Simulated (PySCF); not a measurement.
Excitations are Tamm–Dancoff values on a coarser integration grid. The basis has no diffuse functions, so Rydberg states are missing or too high.

Cartesian coordinates (Å):
```xyz
6

C     -0.4856    -0.0252    -0.0216
C      0.9640     0.0501     0.0430
N      2.1181     0.1101     0.0944
H     -0.7952    -0.7641    -0.7745
H     -0.8951    -0.3240     0.9540
H     -0.9059     0.9532    -0.2950
```
Charge 0, spin multiplicity 1.

Give the HOMO–LUMO gap, S1 excitation (TDA) and T1 excitation (TDA) at the level PBE0-D4/def2-TZVP // PBE0-D4/def2-SVP (PySCF 2.14.0).


- HOMO–LUMO gap: 10.26 eV
- S1 excitation (TDA): 7.77 eV
- T1 excitation (TDA): 6.26 eV
